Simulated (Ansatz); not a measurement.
**Structure relaxation of CaAs₂**

Computed with DFT PBE, scalar-relativistic, plane waves, PAW (Ansatz 0.2.0). Cutoff 420 eV, Γ-centred k mesh, Gaussian smearing, no spin polarisation in the final step.

CaAs₂ was placed on the MoSi2 (C11b) structure type (I4/mmm, No. 139), with Ca in place of Mo, As in place of Si, at a guessed volume.

```xyz
3
Lattice="-1.9003 1.9003 4.6617 1.9003 -1.9003 4.6617 1.9003 1.9003 -4.6617" Properties=species:S:1:pos:R:3 pbc="T T T"
Ca    0.0000    0.0000    0.0000
As    0.0000    0.0000    6.2001
As    0.0000    0.0000    3.1233
```

Steps on the 18×18×18 mesh (3 atoms). 10 of 13 steps are shown, and the free energy counts from the last. Trial steps that were taken back and renewals of the plane-wave basis can be among the rows.

```csv
step,ΔF (meV/atom),V (Å³/atom),P (GPa),largest force component (eV/Å)
1,181.9,22.45,-0.50,0.163
2,174.2,22.21,0.34,0.355
3,121.1,22.24,1.52,0.757
4,34.3,23.09,4.98,0.992
5,17.9,25.53,-2.31,0.736
6,3.2,25.21,-0.60,0.024
8,1.2,24.56,0.20,0.035
9,0.7,24.59,0.00,0.001
11,0.0,24.58,0.04,0.001
13,0.0,24.61,0.00,0.000
```

A final relaxation ran on a 16×16×16 mesh. The relaxed crystal, I4/mmm (No. 139):

```cif
data_structure
_symmetry_space_group_name_H-M 'I4/mmm'
_symmetry_Int_Tables_number 139
_cell_length_a 4.1174
_cell_length_b 4.1174
_cell_length_c 8.7084
_cell_angle_alpha 90.000
_cell_angle_beta 90.000
_cell_angle_gamma 90.000
_cell_volume 147.63
loop_
_atom_site_label
_atom_site_type_symbol
_atom_site_symmetry_multiplicity
_atom_site_Wyckoff_symbol
_atom_site_fract_x
_atom_site_fract_y
_atom_site_fract_z
_atom_site_occupancy
Ca1 Ca 2 a 0.00000 0.00000 0.00000 1
As1 As 4 e 0.50000 0.50000 0.13513 1
```

```
Volume per atom          : 24.61 Å³
Density                  : 4.27 g/cm³
Energy over the elements : -0.53 eV/atom
Gap on the 16×16×16 mesh : 0 eV (a metal)
```

Energies over the elements count from the elements' standard structures at the same level, with no empirical corrections.

The final run used a 16×16×16 mesh on its 3-atom cell and 0.10 eV smearing. The k mesh leaves about 4 meV/atom of noise in metals.

A structure relaxed within its symmetry needn't be a true minimum.

Cost: 3 runs of about 4.9 core-minutes in all, on Intel Xeon 6975P-C (Granite Rapids) (shared hosts).